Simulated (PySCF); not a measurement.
**Orbital energies and ionisation energy**

Species: dithiane, C4H8S2.
Structure used (PBE0-D3(BJ)/def2-SVP), in Å, numbered top down from 1:
```xyz
14
C4H8S2 angstrom
C      0.5951   -0.8270   -0.3743
C     -0.8229   -0.6843    0.1791
C     -1.4798    0.6668   -0.0710
S     -0.6084    2.0340    0.7539
S      1.1995    1.8884   -0.2494
C      1.6056    0.1685    0.1796
H      0.5741   -0.7294   -1.4735
H      0.9558   -1.8465   -0.1558
H     -0.8158   -0.8749    1.2662
H     -1.4559   -1.4667   -0.2731
H     -1.5500    0.8966   -1.1464
H     -2.4992    0.6867    0.3477
H      1.6987    0.0940    1.2750
H      2.6023   -0.0042   -0.2585
```

Level: CAM-B3LYP/def2-SVPD (PySCF). Frontier orbitals with their largest atomic shares (Löwdin; up to four atoms above 4 %):

```json
{"orbital": "HOMO−3", "ε (eV)": "-10.79", "main atoms": "S4 25 %, S5 25 %, C3 12 %, C6 12 %"}
{"orbital": "HOMO−2", "ε (eV)": "-10.27", "main atoms": "S5 29 %, S4 29 %, C6 9 %, C3 9 %"}
{"orbital": "HOMO−1", "ε (eV)": "-8.59", "main atoms": "S4 36 %, S5 35 %, C3 8 %, C6 8 %"}
{"orbital": "HOMO", "ε (eV)": "-7.59", "main atoms": "?"}
{"orbital": "LUMO", "ε (eV)": "0.39", "main atoms": "S4 43 %, S5 42 %"}
{"orbital": "LUMO+1", "ε (eV)": "1.21", "main atoms": "S5 14 %, S4 14 %, C1 9 %, C2 9 %"}
{"orbital": "LUMO+2", "ε (eV)": "1.47", "main atoms": "S4 38 %, S5 38 %, C3 6 %, C6 6 %"}
```

What vertical ionisation energy does ΔSCF give, and how far is −ε(HOMO) from it?

ΔSCF: 8.38 eV (809 kJ/mol; threshold wavelength 148 nm); ⟨S²⟩ of the doublet left behind is 0.757, against 0.75 for a pure doublet. −ε(HOMO) is 7.59 eV, 0.79 eV below it. In exact Kohn–Sham theory the two would be equal; CAM-B3LYP (range-separated hybrid) falls short of its own ΔSCF value by 9 %.

On which atoms does the HOMO lie?

S5 (disulfide sulfur) 41 %, S4 (disulfide sulfur) 41 %, C3 (sp3 carbon bound to sulfur) 6 %, C6 (sp3 carbon bound to sulfur) 6 %. The HOMO−1 lies 1.00 eV lower.

With α = 86.3 au, estimate the like-pair dispersion coefficient by London's formula C6 = (3/4)α²I.

I = 0.3081 Eh, so C6 ≈ 1720 au, a rough estimate.

How many of the 10 lowest singlet excitations (vertical TDDFT, same level) lie below the ionisation energy?

All 10; they run from 4.19 to 7.35 eV.

One conformer (not necessarily the lowest) at the PBE0-D3(BJ)/def2-SVP geometry, without solvent, vibrations or thermal averaging.
